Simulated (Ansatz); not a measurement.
`COC#CN` + `CCCCl` → `CC(C)CCl` + `NC#CO`  (formal exchange of groups at a C–O bond)

Gas-phase electronic energies from Ansatz, PBE0-D4/def2-TZVP geometries. CBS: MP2 limit from def2 TZ/QZ plus the TZ coupled-cluster correction, frozen cores. DFT in def2-TZVPP. One conformer a species, not always the lowest.

`COC#CN`:

Cartesian coordinates in Å:
```
C -0.718 0.482 -1.888
O -0.384 -0.719 -1.188
C 0.045 -0.532 0.026
C 0.445 -0.396 1.151
N 0.888 -0.181 2.409
H -1.516 1.014 -1.365
H 0.160 1.126 -1.974
H -1.057 0.175 -2.877
H 0.287 -0.537 3.137
H 1.852 -0.433 2.568
```

`CCCCl`:

```xyz
11

C    -0.300   -1.227   -0.302
C     0.563    0.020   -0.296
C     0.027    1.134    0.573
Cl   -1.536    1.767   -0.026
H    -1.298   -1.011   -0.689
H     0.142   -2.006   -0.927
H    -0.413   -1.632    0.708
H     0.696    0.397   -1.315
H     1.565   -0.220    0.081
H     0.707    1.985    0.599
H    -0.153    0.794    1.594
```

`CC(C)CCl`:

```xyz
14

C     0.082    0.347    1.438
C    -0.368   -0.125    0.061
C    -0.421    1.029   -0.927
C     0.562   -1.230   -0.401
Cl    0.021   -2.005   -1.917
H     1.092    0.767    1.396
H     0.087   -0.470    2.164
H    -0.583    1.127    1.814
H    -1.372   -0.557    0.151
H    -1.116    1.799   -0.585
H     0.566    1.493   -1.031
H    -0.743    0.694   -1.914
H     0.626   -2.026    0.341
H     1.566   -0.844   -0.591
```

`NC#CO`:

```xyz
7

N     0.812   -1.358   -0.143
C     0.098   -0.222    0.009
C    -0.480    0.828    0.076
O    -1.196    1.912    0.253
H     1.356   -1.628    0.663
H     0.294   -2.138   -0.520
H    -0.885    2.607   -0.338
```

| level | ΔE (kJ/mol) |
| --- | --- |
| r2SCAN0-D4 | -46.4 |
| CAM-B3LYP-D4 | -40.0 |
| ωB97X-V | -43.1 |
| B2PLYP | -39.9 |
| LC-ωPBE | -45.3 |
| CCSD/def2-SVP | -44.7 |
| SCS-MP2/def2-QZVPP | -46.7 |
| CCSD/CBS(def2) | -48.1 |

What does CCSD(T)/CBS give? (Estimate.)

The calculation gave: -49.2 kJ/mol. The listed levels differ from it by 2.8, 9.2, 6.1, 9.3, 3.9, 4.5, 2.5, 1.1 kJ/mol.

What do rigid-rotor, harmonic-oscillator terms from PBE0-D4/def2-TZVP frequencies (298.15 K, 1 bar) make of the CCSD(T)/CBS value? (An estimate is asked.)

Computed: ΔZPE = -1.2 kJ/mol, ΔH = -50.2 kJ/mol, ΔS = -10 J/(mol·K), ΔG = -47.2 kJ/mol.

Largest T1 diagnostic among the species: 0.013.

The D4 term adds −4.8 kJ/mol with B3LYP and −2.7 kJ/mol with PBE0; it sums over pairs of atoms, weighted by their polarisabilities, and B3LYP, whose exchange is more repulsive, gets the larger term. At CCSD(T), def2-SVP lies +3.8 kJ/mol from the extrapolated value and def2-TZVPP +1.7 kJ/mol. From PBE to PBE0 (25 % exact exchange), in def2-TZVPP and without D4, ΔE moves by −3.2 kJ/mol.

B3LYP here is the variant with VWN-RPA as its local correlation; programs differ in this.
